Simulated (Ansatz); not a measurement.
Ansatz (an electronic-structure program) input (r2SCANh/def2-TZVPD):

Ansatz 0.2 input:
```yaml
crystal:
  periodic: [false, false, false]
  atoms:
    - {symbol: C, position_ang: [-0.00000000, -0.00000000, -0.48944061]}
    - {symbol: C, position_ang: [0.00000000, 0.00000000, 0.74906153]}
    - {symbol: H, position_ang: [-0.00000000, -0.00000000, -1.55772552]}
basis:
  gaussian:
    orbitals: def2-TZVPD
hamiltonian:
  xc: {name: r2SCANh}
total_charge: -1
output: {forces: true}
```

Output:

```
Functional definition: r2SCANh
integrals: 0.01 GiB planned
399 factors; their error is unknown
mean field: 0.16 GiB planned
mean field evaluation 1: about -2085.7463 eV, gradient 1.9e1 eV
mean field evaluation 2: about -2083.9026 eV, gradient 3.1e1 eV
mean field evaluation 4: about -2086.7836 eV, gradient 1.4e0 eV
mean field evaluation 8: about -2086.7873 eV, gradient 6.8e-3 eV
mean field -2086.78732949 eV, -76.6880198835 hartree, gradient 4.5e-5 eV, S^2 0.000000; 0 other end points of the search recorded, 0 dependent functions left out
the calculation of the forces begins
reference -2086.78733870 eV, -76.6880202221 hartree; 7, 7 occupied and 76, 76 virtual orbitals, 399 factors
Total energy: -2086.78733870 eV, -76.6880202221 hartree
Atom 0 at    -0.000000    -0.000000    -0.489441 Å, force    -0.000000    -0.000000     0.060459 eV/Å
Atom 1 at     0.000000     0.000000     0.749062 Å, force     0.000000     0.000000    -0.027057 eV/Å
Atom 2 at    -0.000000    -0.000000    -1.557726 Å, force     0.000000     0.000000    -0.033401 eV/Å
Dipole moment:    -0.000000     0.000000    -0.731444 e Å
```

It need not be the lowest isomer of its formula. Whether it binds its extra electron was not tested at this geometry.
